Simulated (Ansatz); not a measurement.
Reaction (SMILES): C=O (CH2-O) → CH2O+ (doublet, bonded as C=O) + e-
B3LYP-D3(BJ)/def2-TZVP geometries, fixed; electronic energies without zero-point terms.

Basis-set convergence of the adiabatic ionisation energy at B3LYP with Ansatz (a program for electronic structure). Cartesian d functions, on some or all atoms, in 6-31G*, 6-31+G*; all else is spherical. The program fits the integrals of some runs and decomposes those of others, by size. Open shells are unrestricted. No added dispersion term, no relativity. Functions are those of the species that has most. Reference: the value in aug-pcseg-3, 10.873 eV, itself unsure by roughly 0.003 eV (its mean distance from aug-cc-pVQZ, cc-pV5Z, def2-QZVPPD). Deviations are taken from unrounded values.

```
basis        functions  adiabatic ionisation energy (eV)
-----------  ---------  --------------------------------
6-31G*              34                            10.720
6-31+G*             42                            10.909
cc-pVDZ             38                            10.643
aug-cc-pVDZ         64                            10.852
def2-SVP            38                            10.754
def2-SVPD           59                            10.929
pcseg-1             38                            10.843
aug-pcseg-1         64                            10.885
6-311G**            48                            10.772
6-311+G**           56                            10.895
def2-TZVP           74                            10.849
def2-TZVPD          95                            10.868
cc-pVTZ             88                            10.817
aug-cc-pVTZ        138                            10.872
pcseg-2             88                            10.873
aug-pcseg-2        138                            10.879
def2-TZVPP          90                            10.848
def2-TZVPPD        111                            10.866
cc-pVQZ            170                            10.855
aug-cc-pVQZ        252                            10.872
def2-QZVPP         174                            10.867
def2-QZVPPD        195                            10.870
pcseg-3            186                            10.872
aug-pcseg-3        268                            10.873
```

What the diffuse functions change, pair by pair:
- 6-31G* to 6-31+G*: 8 more functions, deviation -0.152 to 0.036 eV
- cc-pVDZ to aug-cc-pVDZ: 26 more functions, deviation -0.229 to -0.021 eV
- def2-SVP to def2-SVPD: 21 more functions, deviation -0.118 to 0.056 eV
- pcseg-1 to aug-pcseg-1: 26 more functions, deviation -0.030 to 0.012 eV
- 6-311G** to 6-311+G**: 8 more functions, deviation -0.101 to 0.022 eV
- def2-TZVP to def2-TZVPD: 21 more functions, deviation -0.024 to -0.005 eV
- cc-pVTZ to aug-cc-pVTZ: 50 more functions, deviation -0.056 to -0.001 eV
- pcseg-2 to aug-pcseg-2: 50 more functions, deviation 0.000 to 0.006 eV
- def2-TZVPP to def2-TZVPPD: 21 more functions, deviation -0.024 to -0.006 eV
- cc-pVQZ to aug-cc-pVQZ: 82 more functions, deviation -0.018 to -0.001 eV
- def2-QZVPP to def2-QZVPPD: 21 more functions, deviation -0.006 to -0.003 eV
- pcseg-3 to aug-pcseg-3: 82 more functions, deviation 0.000 to 0.000 eV

Leaving out the reference's own pair, they bring the value nearer the reference by more than 0.003 eV in 10 of 11 pairs.
